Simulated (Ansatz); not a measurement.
Basis-set extrapolation for C4H2, SMILES `C1=C=CC=1` (PBE0-D4/def2-TZVP geometry, frozen core, the Gaussian-basis code of Ansatz). Multiplicity 1, RHF reference.

```json
{"": "HF", "def2-TZVPP": "-152.444760", "def2-QZVPP": "-152.450975"}
{"": "MP2 correlation", "def2-TZVPP": "-0.582361", "def2-QZVPP": "-0.620026"}
{"": "CCSD(T) correlation", "def2-TZVPP": "-0.639245", "def2-QZVPP": "not run"}
```

Energies in hartree. Use E(X) = E(∞) + A·exp(−7.88·√X) for Hartree–Fock and E(X) = E(∞) + B·X^(−2.97) for correlation, with X = 3 and 4, and add CCSD(T) minus MP2 of the smaller set to the MP2 limit.

Problem. What is the CCSD(T) energy at the basis-set limit?

Solution. HF limit: -152.450975 + (-0.006215) × 0.13774 = -152.45183. MP2 limit: -0.620026 + (-0.037665) × 0.74074 = -0.64793. Higher-order term: -0.639245 − (-0.582361) = -0.05688. Total: -153.15664 hartree, 45.6 kcal/mol below CCSD(T)/def2-TZVPP.
